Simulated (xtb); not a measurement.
xtb single point, GFN2-xTB, GBSA implicit chloroform, on difluoromethane, CH2F2 (SMILES FCF), charge 0, multiplicity 1.

```
xtb m.xyz --gfn 2 --chrg 0 --uhf 0 --norestart --sp --gbsa chcl3

5

F     -1.088648    -0.695861     0.000053
C      0.000094     0.092167    -0.000002
F      1.088648    -0.696474    -0.000114
H      0.000586     0.696427     0.917545
H      0.000388     0.696474    -0.917545
```

It prints:

```

          ...................................................
          :                      SETUP                      :
          :.................................................:
          :  # basis functions                  14          :
          :  # atomic orbitals                  14          :
          :  # shells                            8          :
          :  # electrons                        20          :
          :  max. iterations                   250          :
          :  Hamiltonian                  GFN2-xTB          :
          :  restarted?                      false          :
          :  GBSA solvation                   true          :
          :  PC potential                    false          :
          :  electronic temp.          300.0000000     K    :
          :  accuracy                    1.0000000          :
          :  -> integral cutoff          0.2500000E+02      :
          :  -> integral neglect         0.1000000E-07      :
          :  -> SCF convergence          0.1000000E-05 Eh   :
          :  -> wf. convergence          0.1000000E-03 e    :
          :  Broyden damping             0.4000000          :
          :  net charge                          0          :
          :  unpaired electrons                  0          :
          ...................................................

 iter      E             dE          RMSdq      gap      omega  full diag
   1    -12.6420176 -0.126420E+02  0.591E+00   15.29       0.0  T
   2    -12.6719717 -0.299541E-01  0.302E+00   14.54       1.0  T
   3    -12.6724800 -0.508301E-03  0.120E+00   14.69       1.0  T
   4    -12.6726176 -0.137567E-03  0.149E-01   14.69       1.0  T
   5    -12.6726198 -0.225106E-05  0.220E-02   14.70       2.0  T
   6    -12.6726199 -0.390250E-07  0.326E-03   14.70      13.7  T
   7    -12.6726199 -0.672705E-08  0.575E-04   14.70      77.8  T
   8    -12.6726199 -0.293099E-12  0.286E-04   14.70     156.5  T

   *** convergence criteria satisfied after 8 iterations ***

         #    Occupation            Energy/Eh            Energy/eV
      -------------------------------------------------------------
         1        2.0000           -0.8595990             -23.3909
       ...           ...                  ...                  ...
         4        2.0000           -0.6038584             -16.4318
         5        2.0000           -0.5984113             -16.2836
         6        2.0000           -0.5976059             -16.2617
         7        2.0000           -0.5328638             -14.5000
         8        2.0000           -0.5236205             -14.2484
         9        2.0000           -0.5165717             -14.0566
        10        2.0000           -0.4778019             -13.0017 (HOMO)
        11                          0.0623766               1.6974 (LUMO)
        12                          0.0861693               2.3448
        13                          0.0948592               2.5813
        14                          0.1733199               4.7163
      -------------------------------------------------------------
                  HL-Gap            0.5401784 Eh           14.6990 eV
             Fermi-level           -0.2077127 Eh           -5.6521 eV


         :::::::::::::::::::::::::::::::::::::::::::::::::::::
         ::                     SUMMARY                     ::
         :::::::::::::::::::::::::::::::::::::::::::::::::::::
         :: total energy             -12.620649973808 Eh    ::
         :: total w/o Gsasa/hb       -12.621865371511 Eh    ::
         :: gradient norm              0.010750927872 Eh/a0 ::
         :: HOMO-LUMO gap             14.699003534812 eV    ::
         ::.................................................::
         :: SCC energy               -12.672619849857 Eh    ::
         :: -> isotropic ES            0.030482803042 Eh    ::
         :: -> anisotropic ES          0.000780619127 Eh    ::
         :: -> anisotropic XC         -0.009656473999 Eh    ::
         :: -> dispersion             -0.000968361990 Eh    ::
         :: -> Gsolv                  -0.004042651155 Eh    ::
         ::    -> Gelec               -0.005258048858 Eh    ::
         ::    -> Gsasa               -0.002891397072 Eh    ::
         ::    -> Ghb                  0.000000000000 Eh    ::
         ::    -> Gshift               0.004106794775 Eh    ::
         :: repulsion energy           0.051969876049 Eh    ::
         :: add. restraining           0.000000000000 Eh    ::
         :: total charge               0.000000000000 e     ::
         :::::::::::::::::::::::::::::::::::::::::::::::::::::

           -------------------------------------------------
          |                Property Printout                |
           -------------------------------------------------

    * Orbital Energies and Occupations

         #    Occupation            Energy/Eh            Energy/eV
      -------------------------------------------------------------
         1        2.0000           -0.8595990             -23.3909
         2        2.0000           -0.8518557             -23.1802
         3        2.0000           -0.6567923             -17.8722
         4        2.0000           -0.6038584             -16.4318
         5        2.0000           -0.5984113             -16.2836
         6        2.0000           -0.5976059             -16.2617
         7        2.0000           -0.5328638             -14.5000
         8        2.0000           -0.5236205             -14.2484
         9        2.0000           -0.5165717             -14.0566
        10        2.0000           -0.4778019             -13.0017 (HOMO)
        11                          0.0623766               1.6974 (LUMO)
        12                          0.0861693               2.3448
        13                          0.0948592               2.5813
        14                          0.1733199               4.7163
      -------------------------------------------------------------
                  HL-Gap            0.5401784 Eh           14.6990 eV
             Fermi-level           -0.2077127 Eh           -5.6521 eV

     #   Z          covCN         q      C6AA      α(0)
     1   9 F        0.785    -0.235    11.606     4.024
     2   6 C        3.414     0.270    19.080     6.707
     3   9 F        0.785    -0.235    11.608     4.025
     4   1 H        0.923     0.100     1.782     2.088
     5   1 H        0.923     0.100     1.782     2.088

 Mol. C6AA /au·bohr⁶  :        188.668335
 Mol. C8AA /au·bohr⁸  :       3657.488509
 Mol. α(0) /au        :         18.930601

Wiberg/Mayer (AO) data.
largest (>0.10) Wiberg bond orders for each atom

 ---------------------------------------------------------------------------
     #   Z sym  total        # sym  WBO       # sym  WBO       # sym  WBO
 ---------------------------------------------------------------------------
     1   9 F    1.034 --     2 C    0.955
     2   6 C    3.817 --     1 F    0.955     3 F    0.954     4 H    0.954
                             5 H    0.954
     3   9 F    1.033 --     2 C    0.954
     4   1 H    0.990 --     2 C    0.954
     5   1 H    0.990 --     2 C    0.954
 ---------------------------------------------------------------------------


molecular dipole:
                 x           y           z       tot (Debye)
 q only:       -0.000       0.930       0.000
   full:       -0.000       1.052       0.000       2.674
molecular quadrupole (traceless):
                xx          xy          yy          xz          yz          zz
 q only:       -2.065       0.002       0.236       0.000      -0.000       1.829
  q+dip:       -3.954       0.003       0.131       0.001      -0.000       3.823
   full:       -3.312       0.002       0.192       0.001      -0.000       3.120

           -------------------------------------------------
          | TOTAL ENERGY              -12.620649973808 Eh   |
          | GRADIENT NORM               0.010750927872 Eh/α |
          | HOMO-LUMO GAP              14.699003534812 eV   |
           -------------------------------------------------
```

The total energy is -343.43 eV, -0.09 eV from the same level's vacuum run.
